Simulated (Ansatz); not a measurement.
MgF₂⁺ was relaxed with PBE-D4 (def2-TZVP) in Ansatz in these states: charge +1 doublet, charge +1 quartet. The geometries follow in no particular order.

A:

Cartesian coordinates in Å:
```
Mg 1.731 0.555 -0.289
F -0.120 -0.495 0.589
F -1.610 -0.060 -0.300
```

B:

```xyz
3

Mg    0.7133   -0.6604    0.1117
F     0.3691    1.0458   -0.4599
F    -1.0824   -0.3854    0.3482
```

**Question.** Judge from the bond lengths which geometry belongs to which state (an estimate).

**Answer.** A is the charge +1 quartet (Mg1–F3 3.397 Å, Mg1–F2 2.302 Å); B is the charge +1 doublet (Mg1–F3 1.832 Å, Mg1–F2 1.832 Å).

At PBE0-D4/def2-TZVP a doublet lies 4.87 eV below the charge +1 quartet. In the quartet, F2 and F3 lie 1.79 Å apart (atoms count from 1), so these atoms are partly bonded to each other. These are the stationary points nearest to one start from a short search; other shapes may lie lower in each state. The charge +1 quartet has come apart into loosely held pieces.
